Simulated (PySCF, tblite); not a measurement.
**Complex of borane and dimethyl sulfide**

A gas-phase complex of borane and dimethyl sulfide; neutral, singlet. The structure comes from a short search (6 tight-binding starts) and was relaxed by PBE0-D3(BJ)/def2-SVPD; another way of binding may lie lower. No frequency run checks that it is a minimum.

Parts: 1 = borane (B), atoms 1–4; 2 = dimethyl sulfide (CSC), atoms 5–13.

```xyz
13

B    -0.047   -0.239   -0.590
H    -1.139   -0.711   -0.325
H    -0.074    0.949   -0.863
H     0.856   -0.576    0.160
C     0.624   -2.796   -1.871
S     0.377   -1.065   -2.295
C     2.079   -0.563   -2.590
H    -0.362   -3.203   -1.618
H     1.043   -3.337   -2.729
H     1.283   -2.866   -0.996
H     2.681   -0.766   -1.694
H     2.062    0.517   -2.779
H     2.481   -1.089   -3.466
```
Atom numbers follow the order of the file, from 1.

| contact | kind (by geometry) | distance (Å) | angle (°) |
| --- | --- | --- | --- |
| B1···S6 | bond | 1.941 | - |

The parts are joined by the bond B1–S6, so these are energies of forming such bonds; deforming the relaxed parts to their shape in the adduct costs 11.3 kcal/mol, which the interaction energies leave out.

Interaction energies are complex less parts, with the parts frozen as they stand in it; counterpoise-corrected, in kcal/mol (PySCF).

**Question.** How strongly do the parts interact, level by level?

**Answer.** 
```
                  level  interaction  superposition error removed
wB97M-D3(BJ)/def2-TZVPD       -38.91                        -0.22
 PBE0-D3(BJ)/def2-TZVPD       -43.22                        -0.18
      RI-MP2/def2-TZVPD       -38.00                        -2.18
```

**Question.** What holds them together? Decompose the wB97M-D3(BJ)/def2-TZVPD energy: frozen parts, their antisymmetrised product, then relaxation.

**Answer.** electrostatic -64.8, Pauli repulsion +109.6, orbital relaxation -80.9, dispersion correction -3.0 kcal/mol, which sum to the value before the counterpoise correction; the Pauli term holds the exchange-correlation of the frozen density too. Of the attraction, 54 % is orbital relaxation, 44 % is electrostatic, 2 % is dispersion correction.

The parts were also relaxed and run alone, at the levels used for the complex: shieldings by PBE0/pcSseg-2; core levels by delta-SCF with SCAN, pcX-2 on the ionised atom and pcseg-1 elsewhere, spin-free X2C (2p3/2 is the spin-free 2p value less a third of a first-order spin-orbit splitting).

**Question.** How do these values change when the complex forms?

**Answer.** 
```csv
property,alone,in the complex,change
shielding of B1 (ppm),2.4,125.1,+122.7
shielding of S6 (ppm),577.0,493.5,-83.5
B1 1s core level (eV),197.53,193.68,-3.85
C5 1s core level (eV),291.27,291.83,+0.55
S6 2p3/2 core level (eV),169.15,170.72,+1.57
```

The 5 runs behind this took 3.4 min in all, one thread each of Arm Neoverse V1 on a shared host, launched as `OMP_NUM_THREADS=1 python cluster_run.py task.json out`.
